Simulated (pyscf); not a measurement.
Elementary routes open to H₂B–PH₂ + H₂O in the gas phase (singlet surface):
A. PH₃ + H₂B–OH (B–P, H–O broken; H–P, B–O formed)
B. HO–BH–PH₂ + H₂ (B–H, H–O broken; B–O, H–H formed)

Single points on ωB97X-D3(BJ)/def2-SVP structures (PySCF, gas phase).

### Question
Rank the routes by free-energy barrier at 1200 K, lowest first, for ωB97M-D3(BJ)/def2-TZVP energies (ideal gas, 1 atm, RRHO with modes under 100 cm⁻¹ raised to 100, one conformer, R ln 2 for chiral ones without a mode under 150 cm⁻¹).

### Answer
A (2.29 eV), B (2.42 eV)

Route A is the fastest of these, ahead of the next by 0.13 eV. The most stable products are those of A (ΔG = -1.19 eV), so kinetics and thermodynamics agree. At 298 K A is still the fastest. A: On the reactant side the descent ends in an adduct with a B–O contact, 0.55 eV under the separated species and 1.04 eV under the saddle at ωB97X-D3(BJ)/def2-TZVP. B: On the reactant side the descent ends in an adduct with a B–O contact, 0.53 eV under the separated species and 1.12 eV under the saddle at ωB97X-D3(BJ)/def2-TZVP. Only these routes are compared; each barrier is that of the saddle found, and lower ones may exist.
